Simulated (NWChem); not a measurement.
hydrogen peroxide (H$_{2}$O$_{2}$); SMILES OO

```xyz
4

O      0.0456    -0.7264    -0.1259
O     -0.0456     0.7264    -0.1259
H     -0.7618    -0.9416     0.3740
H      0.7618     0.9416     0.3740
```
Atoms are numbered in this order, from 1.

Level: B3LYP/6-31G* (spherical d) (NWChem), optimised geometry, unscaled harmonic frequencies. B3LYP is NWChem's, with the RPA form of VWN correlation.

Question: List the harmonic frequencies with IR intensities, and the thermochemistry.

Answer: 
```tsv
frequency (cm⁻¹)	IR intensity (km/mol)
361	197.9
954	1.8
1336	109.6
1468	0.6
3697	5.8
3699	30.6
```

zero-point energy: 16.5 kcal/mol
thermal correction to the enthalpy at 298.15 K (with zero-point energy): 19.1 kcal/mol
heat capacity Cv: 8.2 cal/(mol K)
entropy at 298.15 K and 1 atm (symmetry number 2): 54.4 cal/(mol K)
dipole moment: 1.82 D

Rigid rotor and harmonic oscillator.
